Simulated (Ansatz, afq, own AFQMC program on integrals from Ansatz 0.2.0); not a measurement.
## SiGeH2⁺, doublet in cc-pVTZ, levels against CCSDT(Q)

```xyz
4

Si    0.0000   -0.0039    1.5661
Ge    0.0000   -0.0238   -0.5845
H     0.0000    1.3266    0.5226
H     0.0000    0.5003   -2.0341
```

Connectivity, by distances: Si–GeH, 1 bridging H.

Basis cc-pVTZ. Noble-gas cores (and the filled d shells of Ga–Kr and In–Xe) are frozen. AFQMC by an in-house program on the Cholesky factors that Ansatz 0.2.0 writes for its CCSD(T) run. ph-AFQMC/CISD is guided by a CISD state made of CCSD amplitudes; releasing the constraint for a short imaginary time cuts its bias at the price of noise, slowly where states lie close. ± is one standard error of the sampling. No spin–orbit coupling.

Determinant: ROHF, the one that the program's search chose, which needn't be the lowest solution. The geometry is a PBE0/def2-TZVP stationary point of this or a neighbouring charge and spin state.

No full CI on the walks' own integrals is used here; CCSDT(Q) serves as the reference and is uncertain by about the last step of the cluster series.

Cautions: no relativity below Rb; no spin-orbit coupling; inner d shell frozen; the released energies are still falling, so no released level is given (meV from the phaseless value at times in 1/Eh: -6 ± 4 at 0.24, -6 ± 4 at 0.51, -11 ± 4 at 0.99, -17 ± 4 at 1.62, -20 ± 4 at 2.40), though the last usable value meets CCSDT(Q) within the noise.

The T1 diagnostic is 0.0200 and the weight of the determinant in the CISD state is 0.861. The size of the correlated space is 9 electrons in 86 orbitals.

Reference: CCSDT(Q), correlation energy -6.198 eV.

| level | E − E(reference) (kJ/mol) | share of correlation (%) |
| --- | --- | --- |
| HF | 598.0 | 0.00 |
| MP2 | 116.4 | 80.54 |
| CCSD | 33.3 | 94.44 |
| CCSD(T) | 5.7 | 99.05 |
| CCSDT | 1.7 | 99.72 |
| ph-AFQMC/CISD | 1.9 ± 0.5 | 99.68 |

A walk keeps the symmetry of its determinant, which the program's search chose and which needn't be the lowest solution, so a lower state of the same spin and another symmetry isn't excluded.
